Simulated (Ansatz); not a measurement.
Input file:

```yaml
crystal:
  periodic: [false, false, false]
  atoms:
    - {symbol: Zr, position_ang: [0.000000, 0.000000, 0.000000]}
    - {symbol: Zr, position_ang: [0.000000, 0.000000, 2.387600]}
basis:
  gaussian: {orbitals: def2-TZVPP}
magnetization: {spin_polarized: true, initial_magnetization: 6}
correlation: {method: ccsdt_q, electrons: outside_noble_gas}
```

```sh
$ ansatz run in.yaml --threads 2 --pin off --events-out ev --progress --plain --max-ram 16896MiB --backend cuda --devices 0, --max-vram 18GiB
```

Output:

```
1415 factors; integrals over basis functions are off by at most 1.2e-7 eV
mean field evaluation 1: about -2524.6802 eV, gradient 1.1e1 eV
mean field evaluation 2: about -2525.0752 eV, gradient 1.1e1 eV
mean field evaluation 4: about -2525.8644 eV, gradient 1.4e0 eV
mean field evaluation 8: about -2525.9256 eV, gradient 2.5e-1 eV
mean field evaluation 16: about -2525.9304 eV, gradient 1.5e-2 eV
mean field evaluation 32: about -2525.9304 eV, gradient 1.6e-3 eV
mean field evaluation 64: about -2526.0886 eV, gradient 7.1e-1 eV
mean field evaluation 96: about -2525.5986 eV, gradient 1.2e0 eV
mean field evaluation 128: about -2526.8241 eV, gradient 1.1e-2 eV
mean field evaluation 160: about -2525.9304 eV, gradient 3.5e-3 eV
...
cycle  22  -5.03833299 eV  change    7.1e-6 eV  update   1.5e-5
cycle  23  -5.03834107 eV  change   -8.1e-6 eV  update   8.9e-6
cycle  24  -5.03834370 eV  change   -2.6e-6 eV  update   6.3e-6
cycle  25  -5.03834674 eV  change   -3.0e-6 eV  update   4.5e-6
cycle  26  -5.03834621 eV  change    5.3e-7 eV  update   3.2e-6
cycle  27  -5.03834272 eV  change    3.5e-6 eV  update   2.8e-6
cycle  28  -5.03834059 eV  change    2.1e-6 eV  update   2.0e-6
cycle  29  -5.03834040 eV  change    1.9e-7 eV  update   1.6e-6
cycle  30  -5.03833888 eV  change    1.5e-6 eV  update   1.2e-6
cycle  31  -5.03833876 eV  change    1.3e-7 eV  update   7.6e-7
perturbative correction -0.11773783 eV, -0.0043267853 hartree
Total energy: -2532.31796954 eV, -93.0609689137 hartree
```

Ran on 2 threads of AMD EPYC 7R13 with a shared H100 80 GB, shared host: 27 s wall, 1 GiB peak host memory.
